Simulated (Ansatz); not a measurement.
Anatase TiO2 (metastable phase), treated with r²SCAN+rVV10 (plane waves, PAW; Ansatz, a program for electronic structure).

Settings: plane-wave cutoff 560 eV, 12×12×12 k mesh, Fermi–Dirac smearing 0.01 eV, no spin polarisation, scalar-relativistic PAW data made under PBE.

Equation-of-state points:

| V (Å³/atom) | E − E_lowest (meV/atom) |
|---|---|
| 10.867 | 11.23 |
| 11.093 | 2.75 |
| 11.320 | 0.00 |
| 11.546 | 2.63 |
| 11.772 | 10.28 |

### Question
Fit the third-order Birch–Murnaghan equation and give B0 and B′.

### Answer
V0 = 11.319 Å³/atom, B0 = 190 GPa, B′ = 2.4 (fit to the energies at full precision).

Shape and atoms are relaxed at each volume.

Note: the bulk modulus comes from volumes at which shape and atoms were relaxed.

The computed numbers hold no vibrational or temperature effects.
